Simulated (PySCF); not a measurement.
Aluminium: a sound run and one with changed settings

Sound run: Al [Ne] 3s2 3p1, Al⁺ [Ne] 3s2. All numbers are calculated (PySCF 2.14, no relativity, point nucleus, in cc-pV(T+d)Z (5s4p3d1f, 39 functions)). The sound run starts from symmetry-adapted Hartree-Fock orbitals and uses a fine grid where one is needed.

Changed run: 6 angular points. This setting is unsound on purpose.

| species | method | sound run (hartree) | changed run (hartree) | converged |
| --- | --- | --- | --- | --- |
| Al | UHF | -241.87908 | -241.87908 | yes |
| Al | B3LYP | -242.38953 | -242.58757 | no |
| Al | TPSS | -242.38260 | -242.82593 | yes |
| Al⁺ | UHF | -241.67338 | -241.67338 | yes |
| Al⁺ | B3LYP | -242.16852 | -242.17361 | yes |
| Al⁺ | TPSS | -242.15681 | -242.16557 | yes |

Ionisation energy of Al:

```csv
method,sound run (eV),changed run (eV)
UHF,5.598,5.598
```

A coarse angular grid integrates products of high-l functions wrongly, so density functionals can shift, and the SCF can exploit the error; Hartree-Fock and MP2 need no grid.

For comparison, NIST gives 5.986 eV between the lowest levels.
